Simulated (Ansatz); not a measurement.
Working through a ladder of basis sets of C2H5B (charge -1), SMILES [BH2-]C=C

Program: Ansatz's Python interface.

Run as a notebook:

In [1]:
```python
import ansatz as az
```

In [2]:
```python
GEOMETRY = """
B     1.20430    0.48500    0.31460
C    -0.11670   -0.37420    0.26720
C    -1.22460    0.09170   -0.31240
H     1.58090    0.70850   -0.79390
H     2.05100   -0.10990    0.90530
H    -0.12190   -1.36000    0.72160
H    -1.25010    1.07580   -0.77240
H    -2.12290   -0.51680   -0.33000
"""
```

In [3]:
```python
system = az.Crystal.molecule()
for line in GEOMETRY.strip().splitlines():
    symbol, *xyz = line.split()
    system = system.atom(symbol, [float(v) for v in xyz])
```

In [4]:
```python
base = (
    system.calculation()
    .functional("pbe0")
    .charge(-1)
    .spin("collinear", total=1)
)
```

In [5]:
```python
energies = {}
for basis in ["cc-pVDZ", "cc-pVTZ"]:
    report = base.basis(gaussian=basis).run().report
    size = report["n_frozen"] + report["n_occupied"][0] + report["n_virtual"][0]
    energies[basis] = (report["reference_energy_ev"] / 27.211386246, report["free_energy_ev"] / 27.211386246)
    print(f"{basis:14s} {size:4d} orbitals  reference {energies[basis][0]:14.6f} Ha  total {energies[basis][1]:14.6f} Ha")

last = energies["cc-pVTZ"][1]
for basis, (_, total) in energies.items():
    print(f"{basis:14s} lies {27.211386 * (total - last):9.4f} eV above cc-pVTZ")
```
```text
cc-pVDZ          67 orbitals  reference    -103.857230 Ha  total    -103.857230 Ha
cc-pVTZ         160 orbitals  reference    -103.895236 Ha  total    -103.895236 Ha
cc-pVDZ        lies    1.0342 eV above cc-pVTZ
cc-pVTZ        lies    0.0000 eV above cc-pVTZ
```

Against cc-pVDZ: cc-pVTZ -38.0 mHa. The last step alone is -38.01 mHa. From the first set to the last the time grows from 3.5 to 9.0 s.

Reading the output:
- The drop along the ladder measures the basis error, and is no property of the molecule.
- The geometry is a force-field or estimated start, not a minimum of this method, and the last set is no limit. Much of the fall in a total is atomic energy, which cancels in bond and reaction energies.
- The species is open-shell (spin multiplicity 2).
- Anions want diffuse functions, which this basis lacks.
- Hardware and time: 13 s on 1 thread of Arm Neoverse N1 (shared host), peak memory 0.34 GiB.
